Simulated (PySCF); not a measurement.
A GIAO shielding run with PySCF 2.14.0 with density-fitted response routines (density fitting, non-relativistic, gas phase) on 1-chloro-2-methylbutane, C5H11Cl:

```
$ OMP_NUM_THREADS=1 python probes_run.py task.json out

{"job": {"kind": "nmr", "xc": "PBE0", "basis": "pcSseg-1"}, "charge": 0, "multiplicity": 1}
C      2.090793    -0.133508     0.301942
C      0.797982    -0.645156    -0.323469
C     -0.471071    -0.049350     0.302715
C     -1.699921    -0.844579    -0.132563
C     -0.618701     1.415216    -0.094357
Cl    -1.955973     2.196825     0.792674
H      2.943422    -0.661855    -0.118298
H      2.084268    -0.298142     1.376984
H      2.230993     0.928426     0.117927
H      0.758331    -1.729118    -0.198611
H      0.801451    -0.437358    -1.395886
H     -0.382883    -0.103307     1.392940
H     -2.604018    -0.404678     0.280046
H     -1.629343    -1.872550     0.213647
H     -1.781815    -0.849535    -1.217554
H     -0.846089     1.513549    -1.156399
H      0.275576     1.987150     0.147276
```

Hardware: 1 thread of an Intel Xeon Platinum 8488C, shared host. The job also computes population analyses, field gradients.

**Question.** How large is the calculation?

**Answer.** 58 electrons, 164 basis functions and 870 auxiliary functions.

**Question.** How long does it take, and how much memory does it need?

**Answer.** 31 s of wall time, with 12 SCF cycles and 4 response iterations; peak memory 0.75 GiB. Times on a shared host scatter by some tens of per cent.
